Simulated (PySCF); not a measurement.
Match the calculated data to a structure.

All candidates are C3H6O.

| technique | computed result |
| --- | --- |
| Couplings | largest of the computed one-bond spin–spin couplings (means over like bonds): 13C–1H +190.6, 13C–1H +165.5 (×2), 13C–1H +163.3 (×2), 17O–1H -73.2, 17O–13C +25.0, 13C–13C +16.7 (×2), 13C–13C +12.0 Hz [B3LYP/pcJ-1, spin–dipole term left out] |
| 13C NMR | chemical shifts (computed TMS as zero) by class: 50.9 (1 C), 8.1 (2 C) ppm [GIAO PBE0/pcSseg-1] |
| Dipole | 1.53 D [PBE0/pcSseg-1] |
| NMR, other nuclei | isotropic shieldings of nuclei other than C and H, by class: 291 (1 O) ppm [GIAO PBE0/pcSseg-1] |
| 1H NMR | chemical shifts (computed TMS as zero) by class: 3.37 (1 H), 0.49 (2 H), 0.15 (2 H), -0.91 (1 H) ppm [GIAO PBE0/pcSseg-1] |
| Rotational structure | rotational constants A, B, C: 16.966, 6.792, 5.960 GHz [GFN2-xTB] |

The electronic properties come from PySCF, for the isolated species, density fitting. Levels stand in brackets. The structure is a single GFN2-xTB conformer in the gas phase; no vibrational or solvent corrections. NMR classes are plain means over equivalent atoms (diastereotopic ones count apart unless rotation or inversion swaps them), as if these changed places fast.

Question: Which candidate is it?
A. `C[C@@H]1CO1` (propylene oxide)
B. `OC1CC1` (cyclopropanol)
C. `C1COC1` (oxetane)

Answer: B. It is `OC1CC1`. Numbering: `[OH:1][CH:2]1[CH2:3][CH2:4]1`. Its formula, C3H6O, gives 1 degree of unsaturation: 1 ring and 0 π bonds in the structure found. 3 carbons fall into 2 classes; from least to most shielded: carbinol carbon (C–OH) [C2] (50.9 ppm), three-membered-ring carbon [C3/C4] (8.1 ppm, 2 C). Hydrogen classes from least to most shielded: 1 H on a carbinol carbon (C–OH), C2 (3.37 ppm), 2 H on 2 three-membered-ring carbons, C3/C4 (0.49 ppm), 2 H on 2 three-membered-ring carbons, C3/C4 (0.15 ppm), 1 H on an alcohol oxygen, O1 (-0.91 ppm). The other shieldings belong to: 291 ppm, alcohol oxygen [O1]. The couplings run between: +190.6 Hz, carbinol carbon (C–OH) [C2] and its hydrogen; +165.5 Hz, three-membered-ring carbon [C3] and its hydrogen (with 1 like pair); +163.3 Hz, three-membered-ring carbon [C3] and its hydrogen (with 1 like pair); -73.2 Hz, alcohol oxygen [O1] and its hydrogen; +25.0 Hz, alcohol oxygen [O1] and carbinol carbon (C–OH) [C2]; +16.7 Hz, carbinol carbon (C–OH) [C2] and three-membered-ring carbon [C3] (with 1 like pair); +12.0 Hz, three-membered-ring carbon [C3] and three-membered-ring carbon [C4]. The optimised geometry has point group Cs and is an asymmetric top.

The others, at the same levels:
- `C[C@@H]1CO1` fails: it has 3 carbon classes against 2; its computed 13C shifts are 46.0 (1 C), 44.6 (1 C), 20.9 (1 C) ppm, 1H shifts are 2.67 (1 H), 2.47 (1 H), 2.08 (1 H), 1.30 (3 H) ppm and rotational constant A is 18.715 GHz (against 16.966 GHz).
- `C1COC1` fails: its computed 13C shifts are 73.6 (2 C), 23.3 (1 C) ppm, 1H shifts are 4.90 (4 H), 2.68 (2 H) ppm and rotational constant A is 12.198 GHz (against 16.966 GHz).

Each candidate is one conformer, not necessarily the lowest. The conformers computed, where there is a choice (atom-mapped SMILES and torsion angles):
- `[OH:1][CH:2]1[CH2:3][CH2:4]1`: H–O1–C2–C3 -36°
